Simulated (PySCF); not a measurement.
Compound: HBO.
Z-matrix (Å and degrees, PBE0-D3(BJ)/def2-SVP geometry), rows numbered from 1:
```
B 
O   1  1.1993
H   1  1.1846  2  179.99
```

Computed with PySCF at CAM-B3LYP/def2-SVPD, non-relativistic, on one gas-phase PBE0-D3(BJ)/def2-SVP geometry that isn't relaxed in the solvent. The solvent is an IEF-PCM continuum (Bondi radii, 1.10 Å for H, scaled by 1.2), and excitations are vertical TDDFT with non-equilibrium linear response and a frozen core. Only the electrostatic response of the medium enters.

Gas-phase singlets (H = HOMO, L = LUMO):

| state | E (eV) | λ (nm) | f | leading configurations |
| --- | --- | --- | --- | --- |
| S1 | 7.994 | 155 | 0.000 | H→L 41%, H-1→L+1 41% |
| S2 | 8.256 | 150 | 0.000 | H-1→L+1 40%, H→L 40% |
| S3 | 8.256 | 150 | 0.000 | H-1→L 40%, H→L+1 40% |
| S4 | 9.729 | 127 | 0.089 | H-1→L+2 41%, H→L+2 28%, H-1→L+3 16% |
| S5 | 9.729 | 127 | 0.089 | H→L+2 41%, H-1→L+2 28%, H→L+3 16% |

Task: What are the lowest 5 singlets in chloroform (ε = 4.711)?

Result: 
```json
{"state": "S1", "E (eV)": "8.269", "λ (nm)": "150", "f": "0.000", "leading configurations": "H→L+1 47%, H-1→L 47%", "change by rank (eV)": "+0.275"}
{"state": "S2", "E (eV)": "8.516", "λ (nm)": "146", "f": "0.000", "leading configurations": "H-1→L 46%, H→L+1 46%", "change by rank (eV)": "+0.260"}
{"state": "S3", "E (eV)": "8.516", "λ (nm)": "146", "f": "0.000", "leading configurations": "H→L 46%, H-1→L+1 46%", "change by rank (eV)": "+0.260"}
{"state": "S4", "E (eV)": "9.814", "λ (nm)": "126", "f": "0.102", "leading configurations": "H→L+2 80%, H→L+3 16%", "change by rank (eV)": "+0.085"}
{"state": "S5", "E (eV)": "9.815", "λ (nm)": "126", "f": "0.102", "leading configurations": "H-1→L+2 80%, H-1→L+3 16%", "change by rank (eV)": "+0.086"}
```

Task: What are the lowest 5 singlets in methanol (ε = 32.61)?

Result: 
```csv
state,E (eV),λ (nm),f,leading configurations,change by rank (eV)
S1,8.375,148,0.000,"H-1→L+1 47%, H→L+2 47%",+0.381
S2,8.622,144,0.000,"H→L+2 47%, H-1→L+1 47%",+0.366
S3,8.622,144,0.000,"H-1→L+2 47%, H→L+1 47%",+0.366
S4,9.861,126,0.097,"H→L 82%, H→L+3 12%",+0.132
S5,9.861,126,0.098,"H-1→L 82%, H-1→L+3 12%",+0.132
```

Task: How do the frontier levels move from gas to methanol?

Result: 
```json
{"orbital": "LUMO+2", "gas (eV)": "0.98", "solvent (eV)": "1.11", "change (eV)": "+0.13", "Löwdin shares, gas": "B1 91 %, H3 6 %", "Löwdin shares, solvent": "B1 52 %, O2 30 %, H3 18 %"}
{"orbital": "LUMO+1", "gas (eV)": "0.84", "solvent (eV)": "1.11", "change (eV)": "+0.27", "Löwdin shares, gas": "B1 51 %, O2 29 %, H3 20 %", "Löwdin shares, solvent": "B1 52 %, O2 30 %, H3 18 %"}
{"orbital": "LUMO", "gas (eV)": "0.84", "solvent (eV)": "1.09", "change (eV)": "+0.25", "Löwdin shares, gas": "B1 51 %, O2 29 %, H3 20 %", "Löwdin shares, solvent": "B1 86 %, O2 11 %"}
{"orbital": "HOMO", "gas (eV)": "-12.04", "solvent (eV)": "-12.22", "change (eV)": "-0.18", "Löwdin shares, gas": "O2 74 %, B1 25 %", "Löwdin shares, solvent": "O2 75 %, B1 24 %"}
{"orbital": "HOMO-1", "gas (eV)": "-12.04", "solvent (eV)": "-12.22", "change (eV)": "-0.18", "Löwdin shares, gas": "O2 74 %, B1 25 %", "Löwdin shares, solvent": "O2 75 %, B1 24 %"}
{"orbital": "HOMO-2", "gas (eV)": "-13.50", "solvent (eV)": "-13.73", "change (eV)": "-0.23", "Löwdin shares, gas": "O2 80 %, B1 16 %", "Löwdin shares, solvent": "O2 72 %, B1 20 %, H3 8 %"}
{"orbital": "HOMO-3", "gas (eV)": "-15.32", "solvent (eV)": "-15.00", "change (eV)": "+0.32", "Löwdin shares, gas": "B1 42 %, H3 42 %, O2 16 %", "Löwdin shares, solvent": "B1 38 %, H3 37 %, O2 24 %"}
```

The HOMO–LUMO gap goes from 12.88 to 13.30 eV. Rows go by rank; for LUMO, LUMO+1 and LUMO+2 the atom shares or the degeneracy differ between the runs, so the row needn't follow one orbital. Shares within a degenerate set are those of one arbitrary member.
